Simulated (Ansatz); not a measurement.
Basis-set extrapolation for H4MgOSi (`[MgH][O][SiH3]`) (PBE0-D4/def2-TZVP geometry, frozen core, Ansatz 0.2.0). Multiplicity 1, RHF reference. For Mg the program correlates outer-core shells too, which these sets cover unevenly, so the extrapolated numbers aren't a true limit.

|  | def2-TZVPP | def2-QZVPP |
| --- | --- | --- |
| HF | -565.857434 | -565.880493 |
| MP2 correlation | -0.571192 | -0.641356 |
| CCSD(T) correlation | -0.619063 | not run |

Energies in hartree. Use E(X) = E(∞) + A·exp(−7.88·√X) for Hartree–Fock and E(X) = E(∞) + B·X^(−2.97) for correlation, with X = 3 and 4, and add CCSD(T) minus MP2 of the smaller set to the MP2 limit.

What is the CCSD(T) energy at the basis-set limit?

HF limit: -565.880493 + (-0.023059) × 0.13774 = -565.88367. MP2 limit: -0.641356 + (-0.070164) × 0.74074 = -0.69333. Higher-order term: -0.619063 − (-0.571192) = -0.04787. Total: -566.62487 hartree, 389.6 kJ/mol below CCSD(T)/def2-TZVPP.
